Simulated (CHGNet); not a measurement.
**2H WS₂**

Computed with the machine-learned potential CHGNet-r²SCAN (trained on r²SCAN data).

Cell (relaxed at this level):

```
CELL_PARAMETERS angstrom
      3.18084     0.00000     0.00000
     -1.59042     2.75469     0.00000
      0.00000     0.00000    13.45966
ATOMIC_POSITIONS crystal
  W  0.66667 0.33333 0.75000
  W  0.33333 0.66667 0.25000
  S  0.66667 0.33333 0.36591
  S  0.33333 0.66667 0.86591
  S  0.33333 0.66667 0.63409
  S  0.66667 0.33333 0.13409
```

```
Property                           Value
------------------------------  --------
equilibrium lattice constant a   3.181 Å
lattice parameter c             13.460 Å
```

Measured, for comparison: lattice constant a 3.153 Å, lattice parameter c 12.323 Å (300 K, not corrected to a static lattice; as tabulated in arXiv:1605.07067). Computed (rounded) less measured: lattice constant a +0.9 %, lattice parameter c +9.2 %.

A machine-learned potential is trained on density-functional data: it inherits that level's misses and adds fitting errors of its own.

Note: the model's c/a of 4.23 is far from the 3.91 of the starting cell; the model's thermal expansion at 300 K is negative; this model's volume lies 11 % above that of the starting cell (a measured, published or database cell).
